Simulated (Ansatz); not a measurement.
This geometry of AlF2H (4 atoms, charge 0, multiplicity 1) is a first-order saddle point.

All numbers below come from Ansatz 0.2.0, RKS PBE0/def2-SVP.

```xyz
4
Properties=species:S:1:pos:R:3
Al -0.234 0.000 0.409
H 1.203 0.000 1.334
F 1.603 0.000 0.151
F -1.073 0.000 -1.028
```

Problem. Which two structures does it join? (They come from a converged band through this point; their orientation in space is the band's.)

Solution. Bonds broken: Al1–H2, Al1–F3. Bonds formed: H2–F3. AlF2H becomes AlF + FH.

Initial state:

```xyz
4
Properties=species:S:1:pos:R:3
Al 0.374 0.000 0.256
H 0.318 0.000 1.817
F 1.817 0.000 -0.553
F -1.009 0.000 -0.653
```

Final state:

```xyz
4
Properties=species:S:1:pos:R:3
Al -0.940 0.000 0.390
H 1.756 0.000 1.326
F 1.502 0.000 0.435
F -0.818 0.000 -1.285
```

Problem. How far does it lie above each of them?

Solution. 71.6 kcal/mol above the first and 19.3 kcal/mol above the second. This is the barrier of this one path; another mechanism may lie lower. The orbitals stay closed-shell, which can raise the energy where a bond breaks towards radicals; this wasn't checked here.

Run time: 60 s on 1 thread of Arm Neoverse V2 (shared host), peak memory 0.097 GiB.
